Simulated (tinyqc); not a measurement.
Inside a calculation. Method: RHF in the sto-3g basis, for BH3, spin multiplicity 1. One step of it, computed by the program tinyqc.

Question. Iteration 12 (converged): orbitals. Diagonalise F' = X^T F X, C = X C', fill 4 alpha and 4 beta electrons from the bottom; D = 2 C_occ C_occ^T. Each column has its largest component positive (the first on a tie).

converged F (hartree):
```
            1B 1s      1B 2s     1B 2px     1B 2py     1B 2pz      2H 1s      3H 1s      4H 1s
1B 1s   -7.428992  -2.176607   0.000002   0.000000  -0.000546  -0.343303  -0.343690  -0.343690
1B 2s   -2.176607  -1.039485   0.000072   0.000000   0.004488  -0.437896  -0.438184  -0.438184
1B 2px   0.000002   0.000072  -0.102059   0.000000  -0.000004  -0.353345   0.176685   0.176685
1B 2py   0.000000   0.000000   0.000000  -0.102252   0.000000   0.000000  -0.306137   0.306137
1B 2pz  -0.000546   0.004488  -0.000004   0.000000   0.243764   0.005425   0.005430   0.005430
2H 1s   -0.343303  -0.437896  -0.353345   0.000000   0.005425  -0.289251  -0.077094  -0.077094
3H 1s   -0.343690  -0.438184   0.176685  -0.306137   0.005430  -0.077094  -0.289504  -0.077115
4H 1s   -0.343690  -0.438184   0.176685   0.306137   0.005430  -0.077094  -0.077115  -0.289504
```

X:
```
                1          2          3          4          5          6          7          8
1B 1s   -0.406073   0.000000  -0.000510   0.926108   0.157377   0.000081   0.000000   0.220714
1B 2s    1.222055   0.000000   0.001132  -0.018167   0.018027   0.000157   0.000000   0.501587
1B 2px  -0.001160   0.000000   1.004893   0.000064   0.000006   0.598206   0.000000  -0.000163
1B 2py   0.000000   1.005205   0.000000   0.000000   0.000000   0.000000   0.598143   0.000000
1B 2pz  -0.025582   0.000000  -0.000018  -0.173324   0.984662  -0.000001   0.000000  -0.010373
2H 1s   -0.589425   0.000000  -0.868681  -0.222315  -0.037858   0.461798   0.000000   0.295358
3H 1s   -0.591132  -0.751996   0.433446  -0.222283  -0.037854  -0.230684   0.399773   0.295632
4H 1s   -0.591132   0.751996   0.433446  -0.222283  -0.037854  -0.230684  -0.399773   0.295632
```

Give: F' = X^T F X; orbital energies; coefficients C; D after iteration 12.

Answer.

F' = X^T F X (hartree):
```
         1       2        3        4        5        6        7        8
1   0.3217  0.0000  -0.0005   0.9782   0.1642   0.0000   0.0000   0.2898
2   0.0000  0.5821   0.0000   0.0000   0.0000   0.0000   0.0956   0.0000
3  -0.0005  0.0000   0.5817   0.0016   0.0003   0.0956   0.0000   0.0005
4   0.9782  0.0000   0.0016  -5.9420  -1.0928  -0.0008   0.0000  -2.5026
5   0.1642  0.0000   0.0003  -1.0928   0.0506  -0.0001   0.0000  -0.4501
6   0.0000  0.0000   0.0956  -0.0008  -0.0001  -0.3971   0.0000  -0.0003
7   0.0000  0.0956   0.0000   0.0000   0.0000   0.0000  -0.3973   0.0000
8   0.2898  0.0000   0.0005  -2.5026  -0.4501  -0.0003   0.0000  -1.7458
```

orbital energies (hartree): MO1 -7.4342, MO2 -0.6023, MO3 -0.4065, MO4 -0.4064, MO5 0.2435, MO6 0.4775, MO7 0.5910, MO8 0.5914

coefficients C:
```
            MO1      MO2      MO3      MO4      MO5      MO6      MO7      MO8
1B 1s    0.9915  -0.2245   0.0000  -0.0001  -0.0125  -0.2499   0.0003   0.0000
1B 2s    0.0326   0.6295   0.0000   0.0003   0.0533   1.1599  -0.0013   0.0000
1B 2px   0.0000  -0.0002   0.0000   0.4987   0.0000   0.0010   1.0578   0.0000
1B 2py   0.0000   0.0000   0.4986   0.0000   0.0000   0.0000   0.0000   1.0581
1B 2pz  -0.0001  -0.0034   0.0000   0.0000   0.9985  -0.0575   0.0001   0.0000
2H 1s   -0.0051   0.2762   0.0000   0.5432  -0.0226  -0.6409  -0.8189   0.0000
3H 1s   -0.0051   0.2765   0.4703  -0.2714  -0.0226  -0.6400   0.4105  -0.7100
4H 1s   -0.0051   0.2765  -0.4703  -0.2714  -0.0226  -0.6400   0.4105   0.7100
```

D after iteration 12:
```
          1B 1s    1B 2s   1B 2px   1B 2py   1B 2pz    2H 1s    3H 1s    4H 1s
1B 1s    2.0669  -0.2179   0.0000   0.0000   0.0014  -0.1342  -0.1342  -0.1342
1B 2s   -0.2179   0.7947   0.0001   0.0000  -0.0043   0.3477   0.3477   0.3477
1B 2px   0.0000   0.0001   0.4973   0.0000   0.0000   0.5417  -0.2708  -0.2708
1B 2py   0.0000   0.0000   0.0000   0.4973   0.0000   0.0000   0.4690  -0.4690
1B 2pz   0.0014  -0.0043   0.0000   0.0000   0.0000  -0.0019  -0.0019  -0.0019
2H 1s   -0.1342   0.3477   0.5417   0.0000  -0.0019   0.7428  -0.1421  -0.1421
3H 1s   -0.1342   0.3477  -0.2708   0.4690  -0.0019  -0.1421   0.7426  -0.1420
4H 1s   -0.1342   0.3477  -0.2708  -0.4690  -0.0019  -0.1421  -0.1420   0.7426
```
